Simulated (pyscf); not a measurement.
H₂B–NH–NH₂ (SMILES BNN) -> NH₃ (SMILES N) + HB=NH (SMILES B=N), an elimination (singlet surface; N–N, B–H broken, H–N formed). Single points on ωB97X-D3(BJ)/def2-SVP structures (PySCF, gas phase). MP2 and CC: frozen core, UHF for open shells. ΔMP2 is the change of the MP2 total energy from the triple- to the quadruple-zeta basis. Energies in kcal/mol from the reactant's lowest minimum found.

Small-basis levels: PySCF, no dispersion term, spherical d functions. 

Q: Quick B3LYP/LANL2DZ single points give ΔE‡ = 100.9 kcal/mol and ΔE = -4.6 kcal/mol. What does CCSD(T)/def2-TZVPP + ΔMP2(QZVPP) give, and how far is the quick result from it?

A: CCSD(T)/def2-TZVPP + ΔMP2(QZVPP) gives ΔE‡ = 94.3 kcal/mol and ΔE = -8.3 kcal/mol. B3LYP/LANL2DZ lies 6.6 kcal/mol over it in the barrier and 3.8 kcal/mol over it in the reaction energy, so on this step it does not hold to within 3.0 kcal/mol. CCSD(T)/def2-TZVPP + ΔMP2(QZVPP) has limits of its own. The products may also form a dative adduct at HB=NH; it and routes through it were not searched. The same reactants have a lower exit, to [H₂B–NH]• + NH₂• (no saddle counted: cutting one bond costs +82.4 kcal/mol at ωB97M-D3(BJ)/def2-TZVP, against +106.9 kcal/mol here). H₂B–NH–NH₂ lies 61.6 kcal/mol over its isomer H₂N–BH–NH₂ (electronic energy, ωB97M-D3(BJ)/def2-TZVP). One saddle was located; it need not be the lowest between these sides. One closed-shell reference is unstable to symmetry breaking; treat the single-reference values with care. The CCSD(T) − MP2 part came from Ansatz, without density fitting, on the same reference. The largest closed-shell T1 diagnostic is 0.044, which may signal static correlation.
